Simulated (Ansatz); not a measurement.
# One shape, several levels: [BH4]− (borohydride)

Wanted: a comparison of 6 runs (BLYP/6-31G, UPBE/6-31G, r2SCAN0/3-21G, revPBE/3-21G, RPA@PBE/3-21G, RPA@PBE/6-31G) of [BH4]− (borohydride). 

The results are computed with Ansatz 0.2.0.

5 further runs of the same task are left out: 4 that didn't finish, 1 set aside as unsound or not needed.

### Step 1. The system as given

The species is [BH4]− (5 atoms), meant as a singlet with charge -1. As SMILES, `[BH4-]`. The H2–B1 distance was set to 3.070 Å, away from the relaxed value. At this shape a bond of the SMILES string is far longer than usual.

Bond lengths: B1–H3 1.229 Å, B1–H4 1.229 Å, B1–H5 1.229 Å. Angles: H3–B1–H4 109.5°, H3–B1–H5 109.4°, H4–B1–H5 109.5°.

### Step 2. The energy at BLYP/6-31G (run 1)

in.yaml reads:

```yaml
basis:
  gaussian:
    orbitals: 6-31G
crystal:
  periodic: [false, false, false]
  atoms:
    - {symbol: B, position_ang: [-1.025238, -1.495087, -0.326809]}
    - {symbol: H, position_ang: [0.683660, 0.997010, 0.217690]}
    - {symbol: H, position_ang: [-0.298998, -2.483747, -0.393769]}
    - {symbol: H, position_ang: [-1.625748, -1.355557, -1.390059]}
    - {symbol: H, position_ang: [-1.835028, -1.643637, 0.586151]}
total_charge: -1
hamiltonian:
  xc: {name: BLYP}
accuracy: high
```

Launch:

```bash
$ ansatz run in.yaml --threads 1 --pin off --max-ram 2610MiB --events-out events.jsonl --progress --plain --runs-dir runs
```

Log:

```text
Warning: RAYON_NUM_THREADS=1 ignored (pool sized by the plan → 1); use --threads N
Functional definition: BLYP
  name "BLYP"
  parameter beta = 0.0042
  parameter a = 0.04918
  parameter b = 0.132
  parameter c = 0.2533
  parameter d = 0.349
  exchange = b88_x(beta = beta)
  correlation = lyp_c(a = a, b = b, c = c, d = d)
408 factors; integrals over basis functions are off by at most 4.5e-9 eV
mean field evaluation 1: about -734.5496 eV, gradient 1.7e1 eV
mean field evaluation 2: about -715.9179 eV, gradient 4.6e1 eV
mean field evaluation 4: about -736.8581 eV, gradient 3.1e0 eV
mean field evaluation 8: about -736.8581 eV, gradient 3.1e0 eV
mean field evaluation 16: about -736.8926 eV, gradient 3.4e-7 eV
mean field -736.89262562 eV, -27.0803045079 hartree, gradient 5.5e-9 eV, S^2 0.000000; 0 other end points of the search recorded, 0 dependent functions left out
reference -736.89266670 eV, -27.0803060174 hartree; 5, 5 occupied and 12, 12 virtual orbitals, 408 factors
Total energy: -736.89266670 eV, -27.0803060174 hartree
```

Wall time 0.89 s (1 thread of Intel Xeon Platinum 8259CL at 2.50GHz (Skylake/Cascade Lake), shared host); peak memory 0.1 GiB.

### Step 3. A single-point energy at UPBE/6-31G (run 2)

input.yaml reads:

```yaml
crystal:
  periodic: [false, false, false]
  atoms:
    - symbol: B
      position_ang: [-1.025238, -1.495087, -0.326809]
    - symbol: H
      position_ang: [0.683660, 0.997010, 0.217690]
    - symbol: H
      position_ang: [-0.298998, -2.483747, -0.393769]
    - symbol: H
      position_ang: [-1.625748, -1.355557, -1.390059]
    - symbol: H
      position_ang: [-1.835028, -1.643637, 0.586151]
basis:
  gaussian: {orbitals: 6-31G}
total_charge: -1
magnetization: {spin_polarized: true, initial_magnetization: 0}
hamiltonian: {xc: pbe}
accuracy: high
```

Launch:

```bash
$ ansatz run input.yaml --threads 1 --pin off --max-ram 2610MiB --events-out events.jsonl --progress --plain --runs-dir runs
```

Log:

```text
Warning: RAYON_NUM_THREADS=1 ignored (pool sized by the plan → 1); use --threads N
Functional definition: PBE
  name "PBE"
  parameter kappa = 0.804
  parameter beta = 0.06672455060314922
  exchange = pbe_x(kappa = kappa, mu = beta*pi^2/3)
  correlation = pbe_c(beta = beta)
408 factors; integrals over basis functions are off by at most 4.5e-9 eV
mean field evaluation 1: about -733.7043 eV, gradient 1.1e1 eV
mean field evaluation 2: about -715.2720 eV, gradient 3.3e1 eV
mean field evaluation 4: about -735.8508 eV, gradient 3.8e0 eV
mean field evaluation 8: about -735.8508 eV, gradient 3.8e0 eV
mean field evaluation 16: about -736.0039 eV, gradient 3.2e-7 eV
mean field evaluation 32: about -735.7820 eV, gradient 3.8e0 eV
mean field -736.02926687 eV, -27.0485766589 hartree, gradient 2.1e-8 eV, S^2 0.204891; 3 other end points of the search recorded, 0 dependent functions left out
reference -736.02926901 eV, -27.0485767376 hartree; 5, 5 occupied and 12, 12 virtual orbitals, 408 factors
Total energy: -736.02926901 eV, -27.0485767376 hartree
```

It took 2.1 s on 1 thread of Intel Xeon Platinum 8259CL at 2.50GHz (Skylake/Cascade Lake), shared host; peak memory 0.12 GiB.

Runs 3 to 5 aren't shown in full; the table further down has their settings and results.

### Step 4. A single-point energy at RPA@PBE/6-31G (run 6)

input.yaml reads:

```yaml
crystal:
  periodic: [false, false, false]
  atoms:
    - {symbol: B, position_ang: [-1.025238, -1.495087, -0.326809]}
    - {symbol: H, position_ang: [0.683660, 0.997010, 0.217690]}
    - {symbol: H, position_ang: [-0.298998, -2.483747, -0.393769]}
    - {symbol: H, position_ang: [-1.625748, -1.355557, -1.390059]}
    - {symbol: H, position_ang: [-1.835028, -1.643637, 0.586151]}
basis:
  gaussian: {orbitals: 6-31G}
total_charge: -1
magnetization: {spin_polarized: false, initial_magnetization: 0}
correlation: {method: rpa, frozen_orbitals: {B: 1, H: 0}}
accuracy: high
hamiltonian: {xc: {name: PBE}}
```

Launch:

```bash
$ ansatz run input.yaml --threads 1 --pin off --max-ram 2610MiB --events-out events.jsonl --progress --plain --runs-dir runs
```

Log, cut to the lines that bear on the results:

```text
Warning: RAYON_NUM_THREADS=1 ignored (pool sized by the plan → 1); use --threads N
[... 2 set-up lines as earlier in the session ...]
[...]
408 factors; integrals over basis functions are off by at most 4.5e-9 eV
[...]
mean field -736.00388088 eV, -27.0476437410 hartree, gradient 7.6e-9 eV, S^2 0.000000; 0 other end points of the search recorded, 0 dependent functions left out; unrestricted orbitals would lower it
1 core orbitals not correlated: weight in the atoms' cores, before any rotation towards them, 1.000 or more for the frozen orbitals, at most 0.000 for the correlated occupied ones
reference -729.21441843 eV, -26.7981355980 hartree; 4, 4 occupied and 12, 12 virtual orbitals, 408 factors
Total energy: -734.62322211 eV, -26.9969054670 hartree
```

Run time: 1.3 s. Hardware: 1 thread of Intel Xeon Platinum 8259CL at 2.50GHz (Skylake/Cascade Lake), shared host; peak memory 0.11 GiB.

### Step 5. The series

```
run          level  frozen core orbitals  energy (Eh)  wall time
  1     BLYP/6-31G                     –   -27.080306     0.89 s
  2     UPBE/6-31G                     –   -27.048577      2.1 s
  3  r2SCAN0/3-21G                     –   -26.921096      1.3 s
  4   revPBE/3-21G                     –   -26.951408     0.83 s
  5  RPA@PBE/3-21G                     1   -26.850638      1.7 s
  6  RPA@PBE/6-31G                     1   -26.996905      1.3 s
```

### Step 6. Outcome

```
                               quantity         value
                    run 6: total energy  -26.99691 Eh
run 6: RPA correlation energy (valence)    -198.8 mEh
```

Totals of different functionals can't be ranked against each other. In runs 5, 6 the log says that unrestricted orbitals would lower the reference, so the values rest on an unstable closed-shell determinant (other closed-shell runs at this shape may share the fault). Spin contamination of the reference: run 2 ⟨S²⟩ = 0.20. All runs together took 8.1 s, the longest 2.1 s.
